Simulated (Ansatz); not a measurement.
Basis-set extrapolation for C$_{3}$H$_{3}$F$_{3}$ (`FCC=C(F)F`) (PBE0-D4/def2-TZVP geometry, frozen core, Ansatz). Multiplicity 1, RHF reference.

```tsv
	def2-TZVPP	def2-QZVPP
HF	-413.802774	-413.820742
MP2 correlation	-1.219364	-1.323102
CCSD(T) correlation	-1.284457	not run
```

Energies in hartree. Use E(X) = E(∞) + A·exp(−7.88·√X) for Hartree–Fock and E(X) = E(∞) + B·X^(−2.97) for correlation, with X = 3 and 4, and add CCSD(T) minus MP2 of the smaller set to the MP2 limit.

What is the CCSD(T) energy at the basis-set limit?

HF limit: -413.820742 + (-0.017968) × 0.13774 = -413.82322. MP2 limit: -1.323102 + (-0.103738) × 0.74074 = -1.39994. Higher-order term: -1.284457 − (-1.219364) = -0.06509. Total: -415.28825 hartree, 527.8 kJ/mol below CCSD(T)/def2-TZVPP.
